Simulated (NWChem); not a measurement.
System: CS; SMILES [C-]#[S+]

NWChem input:

```
start job
memory heap 200 mb stack 900 mb global 1100 mb
geometry units angstroms noautoz
  C      0.000000     0.000000    -1.110357
  S      0.000000     0.000000     0.418932
end
basis spherical
  * library def2-svp
end
dft
  xc bhlyp
  iterations 150
  mulliken
end
task dft energy
```

The geometry was optimised at PBE0-D3(BJ)/def2-TZVP.

### Question
What results follow from this input? (BHandHLYP/def2-SVP.) Quantities: energy (Ha); highest occupied level (eV); orbital gap (eV); dipole (D).

### Answer
The energy (Ha) is -436.03 and the highest occupied level (eV) is -10.26. The orbital gap (eV) is 9.35 and the dipole (D) comes out as 1.76.
